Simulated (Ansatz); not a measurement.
B₂H₅ (charge -1), SMILES B[BH3-], a relaxed scan of one distance

Program: the Python package of Ansatz (0.2.0).

`b2h5.xyz`
```text
7

B     0.94760    0.10680    0.00530
B    -0.70810   -0.08060   -0.00410
H     1.65090   -0.83250   -0.12970
H     1.41880    1.18050    0.14720
H    -1.15570    0.29650    1.03320
H    -0.97900   -1.23030   -0.15830
H    -1.17450    0.55940   -0.89370
```

Typed at the interpreter:
```pycon
>>> import warnings
>>> import ansatz as az
>>> import numpy as np
>>> warnings.simplefilter("ignore", az.DeckWarning)
>>> b2h5 = az.Crystal.molecule_from_extxyz("b2h5.xyz")
>>> job = (
...     b2h5.calculation()
...     .basis(gaussian="def2-SVP")
...     .functional("pbe", dispersion="d3bj")
...     .charge(-1)
... )
>>> symbols = [site.symbol for site in b2h5.cartesian_sites]
>>> pairs = [(0, 1), (0, 2), (0, 3), (1, 4), (1, 5), (1, 6)]
>>> print("held (A)   E (eV)        ", "  ".join(f"{symbols[i]}{i}-{symbols[j]}{j}" for i, j in pairs))
held (A)   E (eV)         B0-B1  B0-H2  B0-H3  B1-H4  B1-H5  B1-H6
>>> for length in [1.53, 1.67, 1.8, 2.0, 2.25]:
...     summary = job.relax(constraints=[az.DistanceConstraint((0, 1), at=length)], force_tolerance=0.02, max_steps=60).run(threads=1, pin="off").report
...     xyz = np.array(summary["positions_ang"])
...     print(f"{length:6.2f} {summary['free_energy_ev']:14.5f}  ", "  ".join(f"{np.linalg.norm(xyz[i] - xyz[j]):.3f}" for i, j in pairs))
...
  1.53    -1429.73778   1.530  1.246  1.246  1.380  1.246  1.246
  1.67    -1429.35557   1.670  1.251  1.250  1.265  1.252  1.265
  1.80    -1429.25726   1.800  1.248  1.247  1.263  1.250  1.263
  2.00    -1428.83268   2.000  1.246  1.246  1.258  1.248  1.258
  2.25    -1428.18596   2.250  1.244  1.244  1.249  1.243  1.249
```

What to keep in mind:
- Total energies depend on the basis set; only differences at equal settings carry meaning.
- The energies are electronic: no zero-point or thermal terms, and the basis set is short of its limit.
- Anions want diffuse functions, which this basis lacks.
- The script silences the warnings on its input, which a real study should read.
- It ran for 29 s on 1 thread of Arm Neoverse V2, on a shared host, peak memory 0.17 GiB.
